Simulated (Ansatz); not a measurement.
# FH6NSi: the cost of one run

Program: Ansatz 0.2.0. Level of theory: RKS PBE0/def2-SVP. These are calculated values, not measurements.

**1. The structure to begin with**

Bond lengths: Si1–N2 2.170 Å, N2–H3 1.060 Å, N2–H4 1.060 Å, Si1–H5 1.460 Å, Si1–H6 1.459 Å, Si1–H7 1.459 Å, Si1–F8 1.890 Å. Angles: Si1–N2–H3 120.0°, Si1–N2–H4 120.0°, H3–N2–H4 120.0°, N2–Si1–H5 109.5°, N2–Si1–H6 109.5°, N2–Si1–H7 109.5°, N2–Si1–F8 71.6°, H5–Si1–H6 109.5°, H5–Si1–H7 109.5°, H5–Si1–F8 67.2°, H6–Si1–H7 109.5°, H6–Si1–F8 176.6°, H7–Si1–F8 72.8°.

Structure file:

```xyz
9

Si    0.0000    0.0000    0.0000
N     0.0000    0.0000    2.1700
H    -0.8770   -0.2713    2.7000
H     0.8770    0.2713    2.7000
H     1.3768    0.0000   -0.4862
H    -0.6877    1.1914   -0.4862
H    -0.6877   -1.1914   -0.4862
F     0.9864   -1.4980    0.5960
H     0.6732   -1.0222    1.6919
```

**2. A restrained relaxation towards end A**

Springs on the bonds that form and break draw the guess towards this end; the thresholds are loose.

Input file input.yaml:

```yaml
crystal:
  periodic: [false, false, false]
  atoms:
    - { symbol: Si, position_ang: [0.0, 0.0, 0.0] }
    - { symbol: "N", position_ang: [0.0, 0.0, 2.17] }
    - { symbol: H, position_ang: [-0.877, -0.2713, 2.7] }
    - { symbol: H, position_ang: [0.877, 0.2713, 2.7] }
    - { symbol: H, position_ang: [1.3768, 0.0, -0.4862] }
    - { symbol: H, position_ang: [-0.6877, 1.1914, -0.4862] }
    - { symbol: H, position_ang: [-0.6877, -1.1914, -0.4862] }
    - { symbol: F, position_ang: [0.9864, -1.498, 0.596] }
    - { symbol: H, position_ang: [0.6732, -1.0222, 1.6919] }
basis:
  gaussian: { orbitals: def2-SVP }
hamiltonian:
  xc: pbe0
relax:
  f_tol: 0.15
  max_steps: 25
  restrain:
    - { distance: [0, 7], at: 2.79, k: 30.0 }
    - { distance: [8, 1], at: 2.26, k: 30.0 }
    - { distance: [0, 1], at: 1.82, k: 30.0 }
    - { distance: [8, 7], at: 0.92, k: 30.0 }
```

The run is started by

```
ansatz run input.yaml --threads 1 --pin off --max-ram 2048MiB --backend cpu --events-out ev --progress --plain --runs-dir out
```

**Question.** How long does this run take on 1 thread of AMD EPYC 9R45 (Zen 5), shared host, and how much memory does it need?

About 11 s, with a peak of 0.15 GiB.
